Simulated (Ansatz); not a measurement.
A made-up structure of SiH3SO (charge -1), singlet:

```xyz
6
angstrom
O -0.8320 -1.1627 -0.2408
S 0.5782 -1.1431 0.1593
Si 0.0274 0.7784 0.0107
H -1.3551 -0.3222 -0.3864
H 1.1285 0.9293 -0.9581
H 0.4530 0.9203 1.4154
```

It is relaxed with PBE-D4/def2-SVPD and then PBE0-D4/def2-TZVPD (Ansatz 0.2.0). Atoms count as bonded within 1.22 times the sum of their covalent radii (H–H: 0.88 Å). The end point is not checked to be a true minimum.

**Question.** Does its bonding change? (A judgement: the text doesn't fix the answer.)

**Answer.** By the calculation: Yes. Formed: none; broken: O1–Si3.

Where it ends: The first stage lowers the energy by 4.56 eV in 9 steps. It ends as SiH₃SO ([OH][S][SiH2]), total charge -1:
```xyz
6
angstrom
O -1.2119 -1.6305 -0.3508
S 0.3990 -1.2298 0.1083
Si 0.2080 0.9500 0.0628
H -1.6169 -0.7525 -0.4626
H 1.4235 1.3356 -0.7776
H 0.7984 1.3271 1.4199
```

Labels in which every atom is bracketed show which atoms are joined, not bond orders.

For scale, one of the runs: PBE0-D4/def2-TZVPD relaxation, 156 basis functions, launched by `ansatz run in.yaml --threads 2 --pin off --events-out ev --progress --plain --max-ram 4352MiB`. Hardware: 2 CPU threads of an AMD EPYC 9R45, shared host. Wall time about 9 s.
